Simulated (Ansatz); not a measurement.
Molecule: nitrogen trifluoride, NF₃, net charge 0, singlet state. SMILES: FN(F)F
Geometry: optimised at B3LYP-D3(BJ)/def2-TZVP (Ansatz, a program for electronic structure).

Computed values are from Ansatz. Cores are frozen in the correlated levels unless marked. Open shells are spin-unrestricted. No spin-orbit coupling. No relativistic terms. CBS(X,Y): correlation extrapolated as X^-3; Hartree-Fock from the larger set.

```yaml
atomisation energy De: 204.5 kcal/mol at CCSD(T)/CBS(cc-pVTZ,cc-pVQZ)
total_energy: -353.8540 Eh at CCSD(T)/CBS(cc-pVTZ,cc-pVQZ)
dipole_moment: 0.25 D at CCSD(T)/aug-cc-pVDZ
T1 diagnostic: 0.015 at CCSD/cc-pVQZ
measured enthalpy of formation, 298 K: -31.6 kcal/mol (G2/97 table in ASE (Curtiss et al.); older table, unchecked)
measured_dipole_moment: 0.23 D (NIST CCCBDB, as tabulated in the package chemicals; older table, unchecked)
```
